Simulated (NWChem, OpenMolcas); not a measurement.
## C2F3N (cyanotrifluoromethane): a line through the functionals

The species is C2F3N (6 atoms), meant as a singlet with charge 0. SMILES: `N#CC(F)(F)F`. The shape is that of a PBE0-D4/def2-TZVP optimisation.

The dipole moment y, in D, basis cc-pVDZ; a is the functional's share of exact exchange. Programs: NWChem 7.3.0, OpenMolcas 26.06.

| functional | program | a | y (D) |
| --- | --- | --- | --- |
| TPSS | NWChem | 0 | 1.41 |
| BLYP | NWChem | 0 | 1.40 |
| B3LYP | OpenMolcas | 0.2 | ? |
| PBE0 | OpenMolcas | 0.25 | 1.33 |
| BHLYP | OpenMolcas | 0.5 | 1.23 |

**Question.** Fit y = c + s·a to the known rows and predict B3LYP.

**Answer.** 
1. Means of the 4 rows: a = 0.1875, y = 1.343.
2. Σ(Δa)² = 0.17188, Σ(Δa·Δy) = -0.059375, so the slope is -0.059375/0.17188 = -0.34544.
3. Intercept: 1.343 − (-0.34544) × 0.1875 = 1.408. The largest residual of the fit is 0.008.
4. B3LYP: 1.408 + (-0.34544) × 0.2 = 1.34 D.

The run gave 1.32 D, so the prediction is off by +0.02 D, more than the scatter of the fit.
